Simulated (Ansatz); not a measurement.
Ansatz (an electronic-structure program) input:

Ansatz 0.2 input:
```yaml
crystal:
  periodic: [false, false, false]
  atoms:
    - {symbol: C, position_ang: [0.05579033, 1.15754012, 0.28323632]}
    - {symbol: C, position_ang: [0.06380645, -1.16293543, 0.25834942]}
    - {symbol: C, position_ang: [0.76494387, 0.00613078, -0.32524909]}
    - {symbol: C, position_ang: [-0.67692040, 0.00170417, -0.37693512]}
    - {symbol: H, position_ang: [0.02306974, 1.28115780, 1.36609250]}
    - {symbol: H, position_ang: [0.06246247, 2.08444980, -0.27861575]}
    - {symbol: H, position_ang: [0.03202083, -1.30997191, 1.33830284]}
    - {symbol: H, position_ang: [0.07684004, -2.07751359, -0.32325246]}
    - {symbol: H, position_ang: [-1.44011468, 0.00724010, -1.13893632]}
basis:
  gaussian:
    orbitals: def2-TZVP
hamiltonian:
  xc: b3lyp
  dispersion: d3bj
magnetization: {spin_polarized: true, initial_magnetization: 1}
phonons: {temperatures: {t_min: 298.15, t_max: 298.15, t_step: 100}}
```

Which total energy does the run end on?

-155.32856 Eh (B3LYP-D3(BJ)/def2-TZVP). The basis has 154 functions.

It need not be the lowest isomer of its formula.
